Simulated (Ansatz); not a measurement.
`O=CCCO`. Charge 0, multiplicity 1.

Cartesian coordinates in Å:
```
O 1.448 -0.306 2.136
C 0.570 -0.503 1.345
C 0.710 -0.355 -0.145
C -0.556 0.161 -0.785
O -0.787 1.457 -0.275
H -0.433 -0.847 1.686
H 1.563 0.291 -0.362
H 0.932 -1.352 -0.546
H -1.392 -0.513 -0.543
H -0.445 0.172 -1.876
H -1.610 1.794 -0.635
```

Q: Give the diagnostics of a CCSD(T)/def2-TZVPP run (frozen core, Ansatz 0.2.0). (An estimate is asked.)

A: The calculation gave: T1 = 0.0130, largest single amplitude 0.023, largest double 0.055, (T) share of the correlation energy 3.8 %, 9 CCSD cycles. The RHF solution is stable towards an unrestricted one. T1 lies under the customary mark of 0.02 for closed shells.
